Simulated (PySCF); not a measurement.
# Static response to an electric field

Compound: C4H5NS.
Geometry (GFN2-xTB, Å), atoms numbered from 1 in this order:
```xyz
11
C4H5NS angstrom
N     -1.764   -0.489    0.138
C     -0.471    0.006    0.063
C      0.668   -0.830   -0.120
C      1.834   -0.142   -0.077
S      1.590    1.537    0.189
C     -0.119    1.313    0.233
H     -2.487    0.199   -0.008
H     -1.917   -1.338   -0.384
H      0.600   -1.892   -0.271
H      2.831   -0.518   -0.186
H     -0.759    2.156    0.397
```

Level: CAM-B3LYP/def2-SVPD (PySCF), static field, nuclei fixed, core orbitals frozen in the response. The polarisability tensor in these axes (au):

```
x   85.98  8.95 -0.53
y    8.95 80.61  4.45
z   -0.53  4.45 48.31
```

**Question.** Give the principal values, the mean and the anisotropy Δα = √{½[(α1 − α2)² + (α2 − α3)² + (α1 − α3)²]}.

**Answer.** Principal values 47.63, 74.53 and 92.75 au; mean 71.64 au = 10.62 Å³ = 11.81 × 10⁻⁴⁰ C²·m²/J; Δα = 39.32 au (55 % of the mean).

**Question.** What is the dipole moment, and where does it point?

**Answer.** (-1.29, -0.85, -1.02) D, 1.85 D in size, pointing from the negative to the positive side. Measured along this direction, the outermost atoms are S5 at the negative end and H8 at the positive end.

**Question.** Molar refractivity from α?

**Answer.** Lorentz–Lorenz: R = (4π/3)N_A α = 2.5225 cm³/(mol·Å³) × 10.62 Å³ = 26.8 cm³/mol, in the limit of long wavelengths.

**Question.** Rayleigh depolarisation ratio (linearly polarised light, static tensor)?

**Answer.** ρ = 3Δα²/(45ᾱ² + 4Δα²) = 4637.3/(230932 + 6183.0) = 0.0196.

**Question.** Find the Langevin capture rate constant for NO+ (29.998 u) meeting this molecule (99.014 u), k = 2.342 × 10⁻⁹ cm³/s × √(α in Å³ / reduced mass in u).

**Answer.** The reduced mass is 23.02 u, so k = 1.59 × 10⁻⁹ cm³/s. The formula leaves out the permanent dipole, which adds to the capture rate.

**Question.** Give the principal axes and the span of the nuclei along them.

**Answer.** Largest value along (0.79, 0.60, 0.05), where the nuclei span 4.55 Å; middle along (-0.60, 0.78, 0.15), 4.35 Å; least along (0.05, -0.15, 0.99), 0.40 Å. The response follows the extents in order.

Isolated species at its GFN2-xTB geometry, gas phase.
